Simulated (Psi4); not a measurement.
Reaction (SMILES): OO (H2O2) + H+ → O[OH2+]
B3LYP-D3(BJ)/def2-TZVP geometries, fixed; electronic energies without zero-point terms; positive where energy is released.

Effect of the integral screening threshold at B3LYP/cc-pVTZ with Psi4, against the last row, where the proton affinity is 168.21 kcal/mol.

| setting | largest shift of a total energy (mEh) | shift of the proton affinity (kcal/mol) |
|---|---|---|
| ints_tolerance: 1e-6 | 0.000 | 0.000 |
| ints_tolerance: 1e-8 | 0.000 | 0.000 |
| ints_tolerance: 1e-10 | 0.000 | 0.000 |
| ints_tolerance: 1e-14 | 0.000 | 0.000 |

Within 0.02 kcal/mol in the proton affinity: ints_tolerance: 1e-6; ints_tolerance: 1e-8; ints_tolerance: 1e-10. The largest shift is 0.000 mEh in a total energy and 0.000 kcal/mol in the difference.
